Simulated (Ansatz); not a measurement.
Reaction: BN2H5 (SMILES B(N)N) → BNH3 (SMILES [BH]N, doublet) + NH2 (SMILES [NH2], doublet) (the B-N bond breaks)
Each species at its own B3LYP-D3(BJ)/def2-TZVP minimum (Ansatz, a quantum-chemistry and plane-wave program), one conformer.

Quantity: bond dissociation energy (electronic), in kJ/mol. UHF or UKS for unpaired electrons; spin-orbit terms are left out. CBS(X,Y): correlation extrapolated as X^-3, Hartree-Fock from the larger set. A bracket is a step between two methods taken in the basis named. The functionals are non-relativistic, so their misses hold any scalar relativity. '+ core + X2C': CCSD(T) terms for core correlation (cc-pwCVTZ) and scalar relativity (cc-pVTZ-DK).

CCSD(T)/CBS(cc-pVTZ,cc-pVQZ) + [CCSDT(Q) - CCSD(T)]/cc-pVDZ + core + X2C (Ansatz) gives 563.8 kJ/mol.

Question: How far off this value is PBE/def2-TZVPD (Ansatz), in which direction, and which of these levels come nearer: B3LYP/def2-TZVPD, PBE0/def2-TZVPD, wB97M-V/def2-TZVPD, CCSD(T)/CBS(cc-pVTZ,cc-pVQZ) + core + X2C?

Answer: PBE gives 549.4 kJ/mol, 14.4 kJ/mol below it. Differences of the others: B3LYP/def2-TZVPD (Ansatz) -24.9; PBE0/def2-TZVPD (Ansatz) -17.3; wB97M-V/def2-TZVPD (Ansatz) 4.9; CCSD(T)/CBS(cc-pVTZ,cc-pVQZ) + core + X2C (Ansatz) 0.2 kJ/mol. Nearer than PBE: wB97M-V/def2-TZVPD, CCSD(T)/CBS(cc-pVTZ,cc-pVQZ) + core + X2C.
